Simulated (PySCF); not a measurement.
Compound: F₃NS.
SMILES with atom numbers: `[N:1]#[S:2]([F:3])([F:4])[F:5]`

Computed, not measured: PBE0-D3(BJ)/def2-SVP geometry optimisation, gas phase in PySCF 2.14.0.

Give the optimised bond lengths and angles.

```
               bond  length (Å)
              N1≡S2       1.422
S2–F3, S2–F4, S2–F5       1.591
```

Bonds in one row agree within 0.01 Å and their mean is given. A selection of angles:
```
   angle  degrees
N1–S2–F3    123.1
F3–S2–F4     93.0
```

All 3 F–S bonds measure 1.590 to 1.591 Å. S2 (sulfur bonded to 3 F and N) has angles from 92.9° to 123.2°.

Point group: C3v (every atom within 0.08 Å of its image). Not checked by PBE0-D3(BJ)/def2-SVP frequencies.

---

Species: propyne, C₃H₄.
Numbering: `[CH:1]#[C:2][CH3:3]` (hydrogens: H4 on C1; H5, H6, H7 on C3)

Computed geometry: GFN2-xTB, gas phase.

(1) List the bond lengths and angles at this level.

Results:

(1) 
```
               bond  length (Å)   order
              C1≡C2       1.196  triple
              C2–C3       1.446  single
              C1–H4       1.049  single
C3–H5, C3–H6, C3–H7       1.090  single
```

Bonds in one row agree within 0.01 Å and their mean is given. Orders are formal, as drawn. A selection of angles:
```
   angle  degrees
C2–C1–H4    179.7
C1–C2–C3    180.0
C2–C3–H5    109.9
H5–C3–H6    109.0
```

The 2 C–C bonds span 1.196 Å (C1≡C2, drawn triple) to 1.446 Å (C2–C3, drawn single), a spread of 0.250 Å.

Point group: C3v (tolerance 0.08 Å). Stationary, but not proved a minimum.
